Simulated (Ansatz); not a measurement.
1T (CdI2-type) SnSe2

Computed with PBE-D4 (Ansatz, a first-principles code, PAW).

Run with plane-wave cutoff 520 eV, 12×12×6 k mesh (along the axes of the cell as run), Fermi–Dirac smearing 0.01 eV, scalar-relativistic PAW data made under PBE.

Cell (relaxed at this level):

```
CELL_PARAMETERS angstrom
      1.91869    -3.32327     0.00000
      1.91869     3.32327     0.00000
      0.00000     0.00000     6.00525
ATOMIC_POSITIONS crystal
  Sn 0.00000 0.00000 0.00000
  Se 0.33333 0.66667 0.26540
  Se 0.66667 0.33333 0.73460
```

- bulk modulus = 28.6 GPa
- band gap = 0.35 eV
- smallest direct gap on the k points sampled = 0.83 eV

Measured, for comparison: band gap 0.98 eV (temperature not stated, no zero-point or thermal correction, indirect, our sources range from 0.98 to 1.06; as tabulated in Gonzalez and Oleynik (2016), arXiv:1609.04381).

Note: the bulk modulus comes from volumes at which shape and atoms were relaxed.

Spin–orbit coupling is not included.

Cost on a shared machine: roughly 9 core-minutes.
